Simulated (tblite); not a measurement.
Species: C4H8 (charge -1 and doublet state).
Numbering: `[CH2-:1][CH:2][CH2:3][CH3:4]` (hydrogens: H5, H6 on C1; H7 on C2; H8, H9 on C3; H10, H11, H12 on C4)

The geometry is computed with GFN2-xTB (gas phase). This method treats the open shell by occupation alone, without spin polarisation.

Question: What internal coordinates does the optimisation give?

Answer: 
| bond | length (Å) | order |
| --- | --- | --- |
| C1–C2 | 1.453 | single |
| C2–C3 | 1.495 | single |
| C3–C4 | 1.560 | single |
| C1–H5, C1–H6 | 1.101 | single |
| C2–H7 | 1.102 | single |
| C3–H8, C3–H9 | 1.103 | single |
| C4–H10 | 1.097 | single |
| C4–H11, C4–H12 | 1.089 | single |

Bonds in one row agree within 0.01 Å and their mean is given. Orders are formal, as drawn. A selection of angles:
| angle | degrees |
| --- | --- |
| C2–C1–H5 | 114.7 |
| H5–C1–H6 | 110.6 |
| C1–C2–C3 | 118.0 |
| C1–C2–H7 | 114.4 |
| C3–C2–H7 | 112.6 |
| C2–C3–C4 | 115.8 |
| C2–C3–H8 | 109.4 |
| C2–C3–H9 | 110.6 |
| C4–C3–H8 | 106.8 |
| H8–C3–H9 | 107.2 |
| C3–C4–H10 | 112.4 |
| C3–C4–H11 | 110.0 |
| H10–C4–H11 | 108.4 |
| H10–C4–H12 | 108.9 |

Dihedral angles: C1–C2–C3–C4 72° (synclinal). The mirror-image conformer, all signs reversed, is as good.

The 3 C–C bonds span 1.453 Å (C1–C2, drawn single) to 1.560 Å (C3–C4, drawn single), a spread of 0.107 Å. C1 (carbon bonded to C and 2 H) is pyramidal (angles 114.7°, 114.7° and 110.6°, sum 340.0°, 0.32 Å off the plane of its three neighbours). Of the pairs four or more bonds apart, C1···H12 is among the closest relative to their van der Waals radii: 2.98 Å, 103 % of the sum of Bondi's values. C2 (carbon bonded to 2 C and H) is pyramidal (angles 118.0°, 114.4° and 112.6°, sum 344.9°, 0.30 Å off the plane of its three neighbours).

Its GFN2-xTB frequencies are all real (lowest 110 cm⁻¹). Whether the extra electron is bound in the gas phase wasn't checked; a finite basis holds it in any case. Torsions: H–C1–C2–C3 177° and 48°, C1–C2–C3–C4 72°.

Hardware: one thread, Intel Xeon at 2.60 GHz (x86_64), shared host. Cost: 0.45 s of wall time. These figures are those of the optimisation.
